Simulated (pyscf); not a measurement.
cyclic C₃H₃F₃ (SMILES FC1CC1(F)F) -> H₂C=CH–F + F–C:–F [singlet] (cycloreversion; singlet surface; C–C, C–C broken, none formed). Structures and frequencies: ωB97X-D3(BJ)/def2-SVP in PySCF. Energies in kJ/mol from the reactant's lowest minimum found.

| level | barrier | reaction energy |
|---|---|---|
| ωB97X-D3(BJ)/def2-TZVP | 254.3 | +195.4 |
| PBE/def2-TZVP | ___ | ___ |
| r²SCAN/def2-TZVP | 204.5 | +200.9 |
| B3LYP-D3(BJ)/def2-TZVP | 208.7 | +173.7 |
| M06-2X/def2-TZVP | 245.3 | +199.5 |
| ωB97M-D3(BJ)/def2-TZVP | ___ | +176.0 |

### Question
Fill in the missing entries.

### Answer

- PBE/def2-TZVP, barrier: 195.5
- PBE/def2-TZVP, reaction energy: +191.8
- ωB97M-D3(BJ)/def2-TZVP, barrier: 239.5

The functionals in the table span 58.8 kJ/mol in this barrier, from PBE to ωB97X-D3(BJ). cyclic C₃H₃F₃ (SMILES FC1CC1(F)F) lies 61.2 kJ/mol over its isomer H₂C=C(F)–CH(F)–F, and others may lie lower still (electronic energy, ωB97M-D3(BJ)). One saddle was located; it need not be the lowest between these sides. One closed-shell reference is unstable to symmetry breaking; treat the single-reference values with care.
